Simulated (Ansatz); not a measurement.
**NS⁺, triplet: vertical spin and charge gaps**

Geometry (PBE0/def2-TZVP stationary point for this spin):

| atom | x (Å) | y (Å) | z (Å) |
| --- | --- | --- | --- |
| N | 0.0000 | 0.0000 | 0.0000 |
| S | 0.0000 | 0.0000 | 1.5946 |

Basis 6-31G; Ansatz 0.2.0. Only valence electrons are correlated (noble-gas cores frozen). R marks a restricted (for open shells ROHF) determinant, U an unrestricted one. Active spaces: valence = (10e, 8o) chosen from the atoms' valence shells.

Gaps are energies of the second state less the first, at fixed atoms, for a selection of the levels run; each method lands on the state that its own search finds for that charge and spin.

Unrestricted rows (U, and Kohn–Sham where it breaks symmetry) aren't spin-pure: their determinants' ⟨S²⟩ exceeds S(S+1) by up to 1.38, so they mix in states of higher spin. HF rows: RHF is the determinant under the cluster runs, UHF is the lowest solution found. Coupled cluster chose its determinant by a search with trial CCSD, here up to 0.30 eV above the lowest Hartree–Fock solution of its kind, and MP2 stands on that determinant too. For open shells CISD and CISDTQ are restricted-active-space CI with the open shells as a complete middle space. The determinant of the NS⁺ triplet fills πx and πy unequally, so it is a mixture of Σ and Δ, which weighs on every level built on one determinant. A value is left out where its run failed or describes another state than the reference as far as symmetry and spin tell, or, spin-broken singlets apart, can't be checked.

Quintet less triplet: 3.141 eV at full CI (triplet A1, quintet B1, in C2v).

By full CI's occupations no single determinant describes the triplet well.

```
     level  gap (eV)  error (meV)  ⟨S²⟩ where 0.1 over S(S+1) (first / second)
      RMP2     2.506         -635                                        – / –
      UMP2     1.781        -1360                                     2.58 / –
    RCCSD*     2.626         -515                                        – / –
    UCCSD*     2.679         -462                                     2.58 / –
 RCCSD(T)*     2.935         -206                                        – / –
 UCCSD(T)*     2.956         -185                                     2.58 / –
  BCCD(T)*     2.935         -206                                        – / –
   RCCSDT*     3.104          -37                                        – / –
   UCCSDT*     3.116          -25                                     2.58 / –
    CISDTQ     3.123          -18                                        – / –
RCCSDT(Q)*     3.175           34                                        – / –
UCCSDT(Q)*     3.189           48                                     2.58 / –
  RCCSDTQ*     3.138           -3                                        – / –
  UCCSDTQ*     3.137           -4                                     2.58 / –
```

An asterisk marks runs whose energy the program itself flagged as in doubt.

PBE gives -3.404 eV for singlet less triplet. Estimate what full CI gives in 6-31G.

Full CI in 6-31G gives -2.958 eV, so against it PBE is off by -0.446 eV, of which a good part can be the reference's own basis and frozen-core error.

Large singles or doubles amplitudes warn of static correlation in the NS⁺ singlet.

By full CI's occupations no single determinant describes the triplet well.

| level | gap (eV) | error (meV) | ⟨S²⟩ where 0.1 over S(S+1) (first / second) |
| --- | --- | --- | --- |
| RHF | -1.041 | 1917 | – / – |
| UHF | -2.315 | 643 | 2.58 / 1.38 |
| RMP2 | -4.815 | -1857 | – / – |
| UMP2 | -2.682 | 276 | 2.58 / 1.38 |
| CISD | -2.670 | 288 | – / – |
| RCCSD* | -3.081 | -123 | – / – |
| UCCSD* | -3.113 | -155 | 2.58 / 1.38 |
| RCCSD(T)* | -3.067 | -109 | – / – |
| UCCSD(T)* | -2.970 | -12 | 2.58 / 1.38 |
| BCCD(T)* | -3.081 | -123 | – / – |
| RCCSDT* | -2.872 | 86 | – / – |
| UCCSDT* | -2.841 | 117 | 2.58 / 1.38 |
| CISDTQ | -2.864 | 94 | – / – |
| RCCSDT(Q)* | -2.933 | 25 | – / – |
| UCCSDT(Q)* | -2.862 | 96 | 2.58 / 1.38 |
| RCCSDTQ* | -2.937 | 21 | – / – |
| UCCSDTQ* | -2.940 | 18 | 2.58 / 1.38 |
| CASSCF (valence space) | -3.158 | -200 | – / – |
| NEVPT2 (valence space) | -3.000 | -42 | – / – |
| MRCISD (valence space) | -2.971 | -13 | – / – |
| MRCISD+Q (valence space) | -2.962 | -4 | – / – |
| r2SCAN | -3.087 | -129 | – / – |
| B3LYP | -3.002 | -44 | – / – |
| RPA-PBE | -3.452 | -494 | – / – |

In so small a basis the reference is far from its limit while semilocal and hybrid functionals are nearer theirs (RPA and double hybrids share part of the reference's basis error), so the functionals' errors here hold much of the reference's basis and frozen-core error, which can add to them or hide them. The set has no polarisation functions, which weighs most on the reference.

Full CI is exact within this basis and frozen core; it isn't the basis-set limit. The frozen core follows each run's orbitals, which can shift R against U totals by a few meV.
